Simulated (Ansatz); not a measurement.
One change: `C1CCOCC1` becomes `C1CCSCC1`.

Ansatz, PBE0-D4/def2-TZVP geometries, multiplicity 1. 

```tsv
property	`C1CCOCC1`
LUMO energy (PBE0/def2-TZVPP) / eV	1.30
size of the dipole moment (B3LYP/def2-TZVPP) / D	1.43
HOMO–LUMO gap (ωB97M-V/def2-TZVPP) / eV	12.26
LUMO energy (B3LYP/def2-TZVPP) / eV	0.96
HOMO–LUMO gap (B3LYP/def2-TZVPP) / eV	7.89
size of the dipole moment (PBE/def2-TZVPP) / D	1.33
```

Q: Give the same properties after the change, and the shifts. (Best estimate.)

A: Ansatz gave: 
| property | `C1CCSCC1` | shift |
| --- | --- | --- |
| LUMO energy (PBE0/def2-TZVPP) / eV | 1.15 | -0.15 |
| size of the dipole moment (B3LYP/def2-TZVPP) / D | 1.76 | 0.33 |
| HOMO–LUMO gap (ωB97M-V/def2-TZVPP) / eV | 10.99 | -1.27 |
| LUMO energy (B3LYP/def2-TZVPP) / eV | 0.85 | -0.11 |
| HOMO–LUMO gap (B3LYP/def2-TZVPP) / eV | 6.79 | -1.10 |
| size of the dipole moment (PBE/def2-TZVPP) / D | 1.75 | 0.42 |

With PBE0 the HOMO rises by 0.99 eV and the LUMO falls by 0.15 eV, so the gap narrows by about 1.14 eV. PBE moves the HOMO by 0.67 eV and ωB97M-V by 1.14 eV. Dipoles are sizes alone; their direction can turn.

B3LYP here is the variant with VWN-RPA as its local correlation; programs differ in this.
